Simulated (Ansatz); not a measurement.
Basis-set extrapolation for `CC1(F)C=N1` (PBE0-D4/def2-TZVP geometry, frozen core, Ansatz 0.2.0). Multiplicity 1, RHF reference.

```
                      def2-TZVPP   def2-QZVPP
                 HF  -269.853561  -269.865551
    MP2 correlation    -0.930654    -0.999614
CCSD(T) correlation    -0.991393      not run
```

Energies in hartree. Use E(X) = E(∞) + A·exp(−7.88·√X) for Hartree–Fock and E(X) = E(∞) + B·X^(−2.97) for correlation, with X = 3 and 4, and add CCSD(T) minus MP2 of the smaller set to the MP2 limit.

Problem. What is the CCSD(T) energy at the basis-set limit?

Solution. HF limit: -269.865551 + (-0.011990) × 0.13774 = -269.86720. MP2 limit: -0.999614 + (-0.068960) × 0.74074 = -1.05070. Higher-order term: -0.991393 − (-0.930654) = -0.06074. Total: -270.97864 hartree, 351.0 kJ/mol below CCSD(T)/def2-TZVPP.
